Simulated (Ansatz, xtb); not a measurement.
**H5OSi2: where a starting geometry ends**

The starting geometry of this gas-phase doublet has its atoms placed at random.

```yaml
atoms:
  - { symbol: O, position_ang: [-0.3275, 1.2396, -1.4174] }
  - { symbol: Si, position_ang: [-1.0294, -1.0589, 0.5465] }
  - { symbol: Si, position_ang: [0.5757, 1.3552, 0.7316] }
  - { symbol: H, position_ang: [0.0287, 0.1321, -1.0302] }
  - { symbol: H, position_ang: [0.3282, -1.3710, 0.3074] }
  - { symbol: H, position_ang: [0.0628, -0.9243, -0.9103] }
  - { symbol: H, position_ang: [1.6387, 0.2465, 0.2391] }
  - { symbol: H, position_ang: [1.8523, 1.4616, 0.2842] }
```

**Question.** Guess where an optimisation with r2SCAN-D4/def2-SVP ends from this start.

**Answer.** It falls apart into H3OSi2 + H2. Contacts that open: Si3–H7 (1.61 → 4.19 Å), Si3–H8 (1.36 → 3.54 Å). Contacts that close: O1–Si3 (2.33 → 1.68 Å), O1–H4 (1.23 → 0.97 Å), Si2–Si3 (2.90 → 2.37 Å), Si2–H6 (1.83 → 1.51 Å), H7–H8 (1.23 → 0.76 Å).

The energy falls by 6.96 eV over 57 steps:

```tsv
step	E − E(last) (eV)
1	6.961
7	0.693
13	0.149
20	0.038
26	0.036
32	0.032
38	0.014
45	0.003
51	0.000
57	0.000
```

Final geometry (Å):

```xyz
8

O    -0.1188    1.7010   -0.7547
Si   -0.7415   -1.2402    0.1800
Si   -1.0073    1.0877    0.5372
H     0.2682    1.1205   -1.4238
H    -1.2134   -2.2335    1.1965
H     0.3715   -1.8586   -0.6236
H     3.1272    1.0889   -0.1585
H     2.4435    1.4150   -0.2021
```

From the same start GFN2-xTB ends elsewhere, at `O[SiH2][SiH2]`.

From so rough a start the end depends on the optimiser's path, so another program may land elsewhere. No frequencies were run, so the end isn't proven a minimum. Open shells are spin-unrestricted. Run with Ansatz 0.2.0, 6.2 min on 1 thread of Intel(R) Xeon(R) Platinum 8259CL CPU @ 2.50GHz (Skylake/Cascade Lake), with other jobs on the host.
